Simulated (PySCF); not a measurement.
## Mayer bond orders and bond lengths

Species: H₂O₃P (charge -1).
SMILES with atom numbers: `[O:1]=[P@H:2]([O-:3])[OH:4]` (hydrogens: H5 on P2; H6 on O4)

Cartesian coordinates in Å at the PBE0-D3(BJ)/def2-SVP level; atoms count from 1:
```xyz
6
H2O3P angstrom
O     -0.6674   -0.9248   -0.8859
P     -0.1845    0.0970    0.0990
O     -0.3685    1.5874   -0.0578
O      1.4686   -0.1020    0.3403
H     -0.6380   -0.2988    1.4158
H      1.7717    0.8134    0.3106
```

Bond orders from the PBE0/pcSseg-1 density (PySCF). One conformer (not necessarily the lowest) at the PBE0-D3(BJ)/def2-SVP geometry, without solvent, vibrations or thermal averaging. The pcSseg-1 basis has no diffuse functions, a weakness for an anion.

(1) Where do the orders between heavy atoms depart from those drawn in the SMILES?

(2) Set the Mayer orders of the bonds beside their lengths.

Results:

(1) The largest departure is 0.656, at P2–O3 (drawn single, 1.656). Drawn single, order above 1.12: P2–O3 (1.656). Drawn single, order below 0.88: P2–O4 (0.868). The SMILES, with its formal charges, is one Lewis structure only.

(2) 
```
 bond  drawn as  length (Å)  Mayer order
O1–P2    double       1.499        1.756
P2–O3    single       1.510        1.656
P2–O4    single       1.682        0.868
P2–H5    single       1.448        0.824
O4–H6    single       0.965        0.954
```

By pair of heavy elements: O–P: lowest P2–O4 (0.868, 1.682 Å), highest O1–P2 (1.756, 1.499 Å).

Task: Sum the orders of all bonds at each heavy atom with more than one neighbour and set the sums beside the valence in the SMILES.

Result: P2 5.104 (drawn 5), O4 1.822 (drawn 2). Orders between atoms that aren't bonded are not in these sums.

Mayer orders depend on the basis set.

The run behind these numbers computed NMR shieldings as well. On Intel Xeon Platinum 8259CL at 2.50 GHz, one thread, no GPU, on a shared host, this took 5.3 s of wall time and 0.40 GiB of memory at its peak.
